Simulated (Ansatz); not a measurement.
A nudged elastic band was laid between two geometries of CH₅AlSi (8 atoms, charge 0, multiplicity 1).

The calculation used RKS r2SCANh/cc-pVDZ in Ansatz.

- movable images: 5
- climbing image: yes
- spring: 5.0 eV/Å²
- optimiser: quadratic models (default)
- start path: through a guess of the saddle point
- force threshold: 0.03 eV/Å
- iteration limit: 60
- end points: relaxed

Initial state:

```xyz
8
Properties=species:S:1:pos:R:3
C -0.443 0.290 -0.756
Al 0.099 1.202 0.900
Si 0.484 -1.040 0.323
H -1.524 0.094 -0.855
H -0.033 0.505 -1.753
H 0.047 2.605 1.637
H 1.788 -1.478 -0.269
H -0.326 -2.237 0.717
```

Final state:

```xyz
8
Properties=species:S:1:pos:R:3
C -0.252 -0.221 -0.761
Al -0.530 0.472 1.074
Si 1.125 -1.491 -0.884
H -1.225 -0.610 -1.101
H 0.016 0.729 -1.263
H 0.420 1.628 1.608
H 2.259 -0.461 -0.689
H -1.721 -0.103 1.960
```

Problem. Which bonds break or form, and what moves?

Solution. Bonds broken: Al2–Si3, Si3–H8. Bonds formed: Al2–H8.

Problem. What energy profile does the band end with?

Solution. The run converged. The highest image is number 5 of 0 to 6, 8.3 kcal/mol above the first end and 0.5 kcal/mol above the last; the last end lies 7.8 kcal/mol above the first. The profile has 2 maxima (images 1, 5) with wells between them (image 3): this band takes more than one step, which may be the mechanism or a detour left from its start path. A vibrational analysis at the climbing image gives 2 clearly imaginary modes (111i, 59i cm⁻¹): a point of higher order, so a lower path passes nearby. The orbitals stay closed-shell, which can raise the energy where a bond breaks towards radicals; this wasn't checked here.

| image | path coordinate (Å) | energy (kcal/mol) | Al2–Si3 (Å) | Si3–H8 (Å) | Al2–H8 (Å) |
| --- | --- | --- | --- | --- | --- |
| 0 | 0.00 | 0.0 | 2.35 | 1.50 | 3.47 |
| 1 | 1.33 | 5.9 | 2.29 | 1.50 | 2.72 |
| 2 | 2.66 | 3.4 | 2.53 | 1.68 | 1.83 |
| 3 | 3.98 | 0.1 | 2.39 | 1.90 | 1.75 |
| 4 | 5.31 | 3.4 | 2.66 | 3.27 | 1.59 |
| 5 | 6.64 | 8.3 | 3.12 | 3.62 | 1.59 |
| 6 | 8.17 | 7.8 | 3.23 | 4.26 | 1.59 |

Problem. What is the geometry of the highest image?

Solution. 
```xyz
8
Properties=species:S:1:pos:R:3
C -0.221 -0.055 -0.843
Al -0.459 0.494 1.057
Si 0.752 -1.656 -0.851
H -1.241 -0.175 -1.249
H 0.266 0.839 -1.269
H -0.226 2.023 1.419
H 2.100 -0.978 -0.501
H -0.880 -0.550 2.182
```

Run time: 3.8 min on 2 threads of Arm Neoverse V1, on a shared host, peak memory 0.17 GiB.
